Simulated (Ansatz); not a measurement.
**Structure optimisation: gadolinium, hcp**

Theory: DFT, PBEsol, plane waves (420 eV) with PAW, scalar-relativistic in Ansatz 0.2.0. (PAW data from PBE, frozen cores regenerated.)

k-point mesh 10×10×6, Fermi-Dirac smearing 0.05 eV, starting moments 7.00 ×2 μB. Cell and atoms relax.

Starting structure:

```yaml
crystal:
  lattice:
    - [3.6360007066, 0.0, 0.0]
    - [-1.8180003533, 3.1488689801, 0.0]
    - [0.0, 0.0, 5.7826]
  atoms:
    - { symbol: Gd, position: [0.3333333333, 0.6666666667, 0.25], spin: 7.0 }
    - { symbol: Gd, position: [0.6666666667, 0.3333333333, 0.75], spin: 7.0 }
hamiltonian:
  xc: pbesol
  pseudopotentials:
    kind: paw
    azcp:
      Gd: "pseudopotentials/Gd.paw.azcp"
basis:
  ecutwfc: 420
  fft_grid_basis: typed
kpoints:
  mp_grid: { grid: [10, 10, 6], shift: [0, 0, 0] }
magnetization:
  spin_polarized: true
scf:
  occupations: { method: fermi_dirac, width: 0.05 }
relax:
  max_steps: 60
  f_tol: 0.01
  cell: {}
```

What cell does the relaxation end in?

P6_3/mmc (spin ignored) with a = 3.565 Å, c = 5.695 Å (c/a = 1.597); 31.34 Å³ per atom against 33.10 at the start (-5.3 %).

How much energy does the relaxation gain?

10.2 meV per atom.

Which magnetic state does it end in?

ferromagnetic, net 7.62 μB per atom; moments 7.34 ×2 μB.

With an open f shell the SCF can settle in more than one state.
